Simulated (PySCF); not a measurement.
# CH4FSi (SMILES [CH2][SiH2]F): UPBE0/cc-pVTZ

Aim: the vertical doublet–quartet gap of CH4FSi at UPBE0/cc-pVTZ, from 2 runs. Input form: a Python script.

The calculation is run with PySCF 2.14.0.

**1. The structure to begin with**

CH4FSi: 7 atoms, total charge 0, spin state doublet. As SMILES, `[CH2][SiH2]F`. The shape is that of a PBE0-D4/def2-TZVP optimisation. This is one conformer, not always the lowest.

Bond lengths: C1–Si2 1.828 Å, Si2–F3 1.601 Å, C1–H4 1.085 Å, C1–H5 1.086 Å, Si2–H6 1.486 Å, Si2–H7 1.486 Å. Angles: C1–Si2–F3 109.0°, C1–Si2–H6 111.6°, C1–Si2–H7 111.7°, F3–Si2–H6 107.8°, F3–Si2–H7 107.6°, Si2–C1–H4 122.6°, Si2–C1–H5 122.3°, H6–Si2–H7 109.0°, H4–C1–H5 115.1°.

**2. A single-point energy at UPBE0/cc-pVTZ**

run.py

```python
# [CH2][SiH2]F
from pyscf import gto, dft

mol = gto.M(
    atom='''
C     -1.647652     0.531202    -1.163693
Si     1.112293    -0.297254     0.741718
F      1.233235    -3.306076     1.040294
H     -2.902619    -0.880612    -1.962481
H     -2.146729     2.476864    -1.583402
H      0.963571     0.813716     3.317036
H      3.503552     0.533848    -0.475644
''',
    basis='cc-pvtz',
    verbose=3,
    spin=1,
    unit='bohr',
    max_memory=1860,
)

mf = dft.UKS(mol, xc='pbe0')
mf.grids.level = 4
mf.conv_tol = 1e-10
mf.kernel()
if not mf.converged:
    mf = mf.newton().run(mf.mo_coeff, mf.mo_occ)

etot = mf.e_tot
print('Final energy', etot)
```

Started as:

```bash
OMP_NUM_THREADS=1 python run.py
```

Log:

```text
WARN: HOMO -0.219908245324255 >= LUMO -0.219908245324257

converged SCF energy = -429.639615651808  <S^2> = 0.75450729  2S+1 = 2.0045022
Final energy -429.6396156518075
```

Wall time 59 s (1 thread of Arm Neoverse V1, shared host); peak memory 1 GiB.

**3. The quartet, same level**

Edit run.py of step 2 so:

```diff
@@ -1,5 +1,4 @@
-# [CH2][SiH2]F
 from pyscf import gto, dft
 
-mol = gto.M(
+system = gto.M(
     atom='''
@@ -13,10 +12,11 @@
 ''',
+    max_memory=1860,
+    unit='bohr',
+    verbose=4,
+    spin=3,
     basis='cc-pvtz',
-    verbose=3,
-    spin=1,
-    unit='bohr',
-    max_memory=1860,
 )
 
-mf = dft.UKS(mol, xc='pbe0')
+mf = dft.UKS(system)
+mf.xc = 'pbe0'
 mf.grids.level = 4
@@ -27,3 +27,3 @@
 
-etot = mf.e_tot
-print('Final energy', etot)
+e_tot = mf.e_tot
+print('E = %.10f Eh' % e_tot)
```

Started as:

```bash
OMP_NUM_THREADS=1 python run.py
```

Log:

```text
PySCF version 2.14.0

[INPUT] num. atoms = 7
[INPUT] num. electrons = 33
[INPUT] charge = 0
[INPUT] spin (= nelec alpha-beta = 2S) = 3
[INPUT] symmetry False subgroup None
[INPUT] Mole.unit = bohr
[INPUT] Symbol           X                Y                Z      unit          X                Y                Z       unit  Magmom
[INPUT]  1 C     -0.871899889927   0.281099992795  -0.615799816107 AA   -1.647652000000   0.531202000000  -1.163693000000 Bohr   0.0
[INPUT]  2 Si     0.588600107466  -0.157300042655   0.392500262529 AA    1.112293000000  -0.297254000000   0.741718000000 Bohr   0.0
[INPUT]  3 F      0.652599857709  -1.749500076770   0.550499877457 AA    1.233235000000  -3.306076000000   1.040294000000 Bohr   0.0
[INPUT]  4 H     -1.535999826783  -0.465999802063  -1.038500222063 AA   -2.902619000000  -0.880612000000  -1.962481000000 Bohr   0.0
[INPUT]  5 H     -1.136000064821   1.310699983348  -0.837900254125 AA   -2.146729000000   2.476864000000  -1.583402000000 Bohr   0.0
[INPUT]  6 H      0.509899814303   0.430599963361   1.755299859001 AA    0.963571000000   0.813716000000   3.317036000000 Bohr   0.0
[INPUT]  7 H      1.853999875673   0.282500195695  -0.251699965311 AA    3.503552000000   0.533848000000  -0.475644000000 Bohr   0.0

nuclear repulsion = 107.84974901456
number of shells = 51
number of NR pGTOs = 207
number of NR cGTOs = 150
basis = cc-pvtz
ecp = {}

******** <class 'pyscf.dft.uks.UKS'> ********
method = UKS
initial guess = minao
damping factor = 0
level_shift factor = 0
DIIS = <class 'pyscf.scf.diis.CDIIS'>
diis_start_cycle = 1
diis_space = 8
diis_damp = 0
SCF conv_tol = 1e-10
SCF conv_tol_grad = None
SCF max_cycles = 50
direct_scf = True
direct_scf_tol = 1e-13
number electrons alpha = 18  beta = 15
XC library pyscf.dft.libxc version 7.0.0
[... 17 lines left out ...]
[... the frontier-level lines of each cycle are left out ...]
[... 5 lines left out ...]
[... 5 lines left out ...]
[... 5 lines left out ...]
[... 5 lines left out ...]
[... 5 lines left out ...]
[... 5 lines left out ...]
[... 5 lines left out ...]
[... 5 lines left out ...]
[... 5 lines left out ...]
[... 5 lines left out ...]
[... 5 lines left out ...]
[... 5 lines left out ...]
[... 5 lines left out ...]

cycle= 14 E= -429.356601691552  delta_E= -1.7e-09  |g|= 7.79e-06  |ddm|= 0.000553


cycle= 15 E= -429.356601691802  delta_E= -2.5e-10  |g|= 5.65e-06  |ddm|= 0.000179


cycle= 16 E= -429.356601691921  delta_E= -1.19e-10  |g|= 5.32e-06  |ddm|= 2.05e-05


cycle= 17 E= -429.356601692056  delta_E= -1.35e-10  |g|= 5.07e-06  |ddm|= 2.84e-05


cycle= 18 E= -429.356601692458  delta_E= -4.02e-10  |g|= 3.46e-06  |ddm|= 8.11e-05


cycle= 19 E= -429.356601692826  delta_E= -3.69e-10  |g|= 3.72e-06  |ddm|= 8.91e-05


cycle= 20 E= -429.356601693403  delta_E= -5.77e-10  |g|= 7.12e-07  |ddm|= 0.000285


cycle= 21 E= -429.356601693404  delta_E= -3.41e-13  |g|= 2.43e-07  |ddm|= 4.16e-06


Extra cycle  E= -429.356601693406  delta_E= -2.05e-12  |g|= 3.03e-07  |ddm|= 2.35e-06
converged SCF energy = -429.356601693406  <S^2> = 3.7612443  2S+1 = 4.0056182
E = -429.3566016934 Eh
```

Wall time 84 s (1 thread of Arm Neoverse V1, shared host); peak memory 1 GiB.

**4. What came out**

At UPBE0/cc-pVTZ:

| quantity | value |
| --- | --- |
| doublet: total energy | -429.63962 Eh |
| doublet: dipole moment | 1.63 D |
| doublet: HOMO energy (highest over α and β) | -7.25 eV |
| doublet: LUMO energy (lowest over α and β) | -2.50 eV |
| doublet: ⟨S²⟩ | 0.755 |
| quartet: total energy | -429.35660 Eh |
| quartet: dipole moment | 1.00 D |
| quartet: HOMO energy (highest over α and β) | -2.25 eV |
| quartet: ⟨S²⟩ | 3.761 |
| vertical energy of the quartet above the doublet | 7.701 eV |

What this shows: At this shape the quartet lies 7.70 eV (178 kcal/mol) above the doublet. Mulliken charges (quartet) run from -0.27 on C1 to +0.14 on H5.
